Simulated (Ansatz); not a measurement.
# CH2BN: single points off equilibrium

An exercise on one series of results from a longer session: the logs are not shown, and one member is left open.

The runs use Ansatz 0.2.0, Gaussian basis; single points in def2-TZVPP.

Cores are frozen in the correlated methods.

## Where the work starts

5 atoms, charge 0, spin multiplicity 1.

Atoms are counted from 1 here; the program's logs count them from 0.

Bond lengths: B1–C2 1.478 Å, B1–H4 1.075 Å, B1–H5 1.370 Å, C2–N3 1.131 Å. Angles: C2–B1–H4 130.5°, C2–B1–H5 113.6°, H4–B1–H5 106.2°, B1–C2–N3 156.5°.

As a file:

```mol
CH2BN
  3D, bonds by distance, orders not assigned

  5  4  0  0  0  0  0  0  0  0999 V2000
   -0.0480    0.3291   -0.4685 B   0  0
    0.3254   -0.6626    0.5623 C   0  0
    0.7864   -1.6110    0.9699 N   0  0
   -0.7781    0.2760   -1.2558 H   0  0
   -0.0821    1.6175   -0.0026 H   0  0
  1  2  8  0
  1  4  8  0
  1  5  8  0
  2  3  8  0
M  END
```

Set-up of the first run:

run/in.yaml reads:

```yaml
crystal:
  periodic: [false, false, false]
  atoms:
    - {symbol: B, position_ang: [-0.048000, 0.329100, -0.468500]}
    - {symbol: C, position_ang: [0.325400, -0.662600, 0.562300]}
    - {symbol: N, position_ang: [0.786400, -1.611000, 0.969900]}
    - {symbol: H, position_ang: [-0.778100, 0.276000, -1.255800]}
    - {symbol: H, position_ang: [-0.082100, 1.617500, -0.002600]}
basis:
  gaussian: {orbitals: def2-TZVPP}
correlation: {method: ccsd_t}
output: {forces: true}
```

The command line of these runs was not kept.

Among the steps run: CCSD(T)/def2-TZVPP; PBE0-D4/def2-TZVPP; wB97M-V/def2-TZVPP; r2SCAN-D4/def2-TZVPP; PBE-D4/def2-TZVPP; r2SCAN0-D4/def2-TZVPP; B97M-V/def2-TZVPP.

One table of the session follows, with a row left open; its other results are not shown here.

```
    method  RMS force component (eV/Å)  angle to CCSD(T) forces (°)  dipole (D)
   CCSD(T)                       2.614                    reference        2.28
   PBE0-D4                       2.380                          9.6        2.32
   wB97M-V                           ?                            ?           ?
 r2SCAN-D4                       2.460                          6.1        2.29
    PBE-D4                       2.636                          6.5        2.18
r2SCAN0-D4                       2.309                         14.9        2.38
    B97M-V                       2.349                          8.3        2.12
```

Q: Estimate the row for wB97M-V from the others.

**Answer.** RMS force component (eV/Å): 2.309; angle to CCSD(T) forces (°): 12.0; dipole (D): 2.31.
